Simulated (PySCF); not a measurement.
# Argon: a sound run and one with changed settings

Sound run: Ar [Ar], Ar⁺ [Ne] 3s2 3p5. Calculation: PySCF 2.14, in pcseg-2 (5s4p2d1f, 34 functions); the non-relativistic Hamiltonian (point nucleus). In the sound run the correlated levels freeze [Ne]. The sound run starts from symmetry-adapted Hartree-Fock orbitals and uses a fine grid where one is needed.

Changed run: the spin-free X2C one-electron Hamiltonian (Gaussian nucleus). This setting is unsound on purpose.

| species | method | sound run (hartree) | changed run (hartree) | converged |
| --- | --- | --- | --- | --- |
| Ar | UHF | -526.80572 | -528.41214 | yes |
| Ar | BP86 | -527.59308 | -529.20515 | yes |
| Ar | MN15 | -527.48800 | -529.11618 | yes |
| Ar | MP2 | -526.99897 | -528.60534 | yes |
| Ar | CCSD(T) | -527.02277 | -528.62907 | yes |
| Ar⁺ | UHF | -526.26910 | -527.87599 | yes |
| Ar⁺ | BP86 | -527.01092 | -528.62351 | yes |
| Ar⁺ | MN15 | -526.90601 | -528.53487 | yes |
| Ar⁺ | MP2 | -526.42395 | -528.03071 | yes |
| Ar⁺ | CCSD(T) | -526.45310 | -528.05975 | yes |

Ionisation energy of Ar:

| method | sound run (eV) | changed run (eV) |
| --- | --- | --- |
| UHF | 14.602 | 14.589 |
| BP86 | 15.841 | 15.827 |
| MN15 | 15.837 | 15.818 |
| MP2 | 15.647 | 15.636 |
| SCS-MP2 | 15.546 | 15.535 |
| CCSD | 15.472 | 15.463 |
| CCSD(T) | 15.501 | 15.492 |

Most of the change in total energy is the relativistic energy itself. On top of that the contraction fixes the core shape for the Hamiltonian it was made with, so the changed run is not a good calculation with the other Hamiltonian either.

For comparison, NIST gives 15.760 eV between the lowest levels.
